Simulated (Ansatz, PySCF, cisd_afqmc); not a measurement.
Species: CH2, charge 0, triplet. CH2 (SMILES [CH2], triplet).
B3LYP-D3(BJ)/def2-TZVP minimum from Ansatz (a first-principles code):
```xyz
3

C      0.0094     0.0032     0.1026
H     -0.0192     0.9863    -0.3393
H     -0.0373    -1.0052    -0.2764
```
Charge 0, spin multiplicity 3.

Atomisation energy term by term, kcal/mol (programs: Ansatz, cisd_afqmc). Open shells are spin-unrestricted; no spin-orbit coupling. Correlated methods leave the cores frozen. Rows without X2C or -DK are non-relativistic. AFQMC is phaseless with a CISD trial state; ± is one standard error, without the phaseless bias. Outlying blocks are dropped, and bars are widened where a walk drifts. Over all cases where full CI ran beside it in this data, AFQMC minus full CI had a median of +0.1 mEh and passed +0.4 mEh in a tenth of the cases. CBS(X,Y): correlation extrapolated as X^-3, Hartree-Fock from the larger set (Q,5: extrapolated as (X+1)exp(-9√X)). A bracket is a step between two methods taken in the basis named. 'core' is core correlation in cc-pwCVTZ, 'X2C' scalar relativity in cc-pVTZ-DK, both at CCSD(T). Full CI freezes restricted core orbitals, also for open shells; the composite that ends in it estimates full CI at the basis-set limit. For partners of very few electrons the exact lower level stands in for a higher one.

```
term                                                          basis  kcal/mol
-----------------------  ------------------------------------------  --------
Hartree-Fock                                   CBS(cc-pVQZ,cc-pV5Z)    155.02
CCSD correlation                               CBS(cc-pVQZ,cc-pV5Z)     33.91
(T)                                            CBS(cc-pVQZ,cc-pV5Z)      1.00
CCSDT(Q) - CCSD(T)                                          cc-pVQZ      0.04
FCI - CCSDT(Q)                                              cc-pVDZ      0.01
core correlation                                          cc-pwCVTZ      0.74
scalar relativity                                   X2C, cc-pVTZ-DK     -0.15
minus zero-point energy  Hessian by PySCF at B3LYP-D3(BJ)/def2-TZVP    -10.79
sum: D0                                                                 179.8
```

The step beyond CCSD(T) by other levels: FCI in cc-pVDZ 0.08; CCSDTQ in cc-pVDZ 0.07; AFQMC/CISD in cc-pVDZ 0.10 ± 0.08; CCSDT(Q) in cc-pVDZ 0.07; AFQMC/CISD in cc-pVTZ 0.33 ± 0.08; CCSDT(Q) in cc-pVTZ 0.04 kcal/mol.
